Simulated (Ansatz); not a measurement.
Geometry optimisation, RKS PBE-D4/6-31G* in Ansatz 0.2.0.

input.yaml

```yaml
crystal:
  periodic: [false, false, false]
  atoms:
    - { symbol: Al, position_ang: [0.022001, 0.168963, 0.215682] }
    - { symbol: C, position_ang: [0.015073, 0.162723, 2.187101] }
    - { symbol: H, position_ang: [-0.951644, -0.166018, 2.606463] }
    - { symbol: H, position_ang: [0.812086, -0.47373, 2.613294] }
    - { symbol: H, position_ang: [0.195722, 1.17906, 2.590242] }
    - { symbol: H, position_ang: [1.403701, 0.115529, -0.606542] }
    - { symbol: H, position_ang: [-1.36003, 0.292431, -0.59706] }
    - { symbol: H, position_ang: [-0.327174, -2.506804, 0.791761] }
    - { symbol: H, position_ang: [-0.237934, -1.915855, 1.18476] }
basis:
  gaussian: { orbitals: "6-31G*" }
hamiltonian:
  xc: pbe
  dispersion: d4
relax:
  f_tol: 0.03
  max_steps: 50
output:
  orbitals: {}
```

Run as:

```bash
$ ansatz run input.yaml --threads 1 --pin off --max-ram 2048MiB --backend cpu --events-out ev --progress --plain --runs-dir out
```

**Question.** Where does it end, and by what steps?

**Answer.** The run converged. After 9 steps the energy has fallen by 0.137 eV; H8 moved furthest, 0.62 Å.

```tsv
step	energy less start (eV)	largest force component (eV/Å)	accepted
0	0.0000	1.342	yes
1	-0.0833	0.313	yes
2	-0.0950	0.616	yes
3	-0.0699	0.628	no
4	-0.1084	0.376	yes
5	-0.1215	0.137	yes
6	-0.1335	0.033	yes
7	-0.1307	0.319	no
8	-0.1363	0.032	yes
9	-0.1367	0.024	yes
```

```xyz
9
Properties=species:S:1:pos:R:3
Al -0.007 0.002 0.353
C 0.031 0.305 2.304
H -0.913 0.018 2.801
H 0.863 -0.221 2.804
H 0.176 1.384 2.506
H 1.360 -0.203 -0.471
H -1.384 0.117 -0.471
H -0.288 -2.313 0.203
H -0.266 -2.232 0.957
```

Whether the end is a true minimum wasn't checked by a vibrational analysis.

Run time: 16 s on 1 thread of Arm Neoverse V1, on a shared host, peak memory 0.1 GiB.
